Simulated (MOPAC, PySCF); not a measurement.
CH₄O, SMILES `CO`, neutral singlet in the gas phase. 

Cartesian coordinates (Å):
```xyz
6

C     -0.3432    -0.0049     0.0056
O      0.9384    -0.1787    -0.5582
H     -1.0873    -0.2922    -0.7651
H     -0.5663     1.0510     0.2989
H     -0.5324    -0.6489     0.9000
H      1.5908     0.0738     0.1189
```
Charge 0, spin multiplicity 1.

All levels are single points at this geometry (PBE-D3(BJ)/def2-SVP); Pople sets use spherical d functions. Orbital energies aren't observables, and empty levels follow the basis.

PM7 in MOPAC gives dipole (D) = 2.00.

Estimate the dipole (D) from each of these levels: PBE-D3(BJ)/def2-TZVP in PySCF; B3LYP/6-31G* in PySCF; PBE/6-31G* in PySCF; SVWN5/6-31G* in PySCF; HF/3-21G in PySCF; HF/6-31G* in PySCF; HF/STO-3G in PySCF; PM6 in MOPAC.


```tsv
level	dipole (D)
PBE-D3(BJ)/def2-TZVP in PySCF	1.60
B3LYP/6-31G* in PySCF	1.66
PBE/6-31G* in PySCF	1.59
SVWN5/6-31G* in PySCF	1.65
HF/3-21G in PySCF	2.09
HF/6-31G* in PySCF	1.89
HF/STO-3G in PySCF	1.47
PM6 in MOPAC	2.08
```
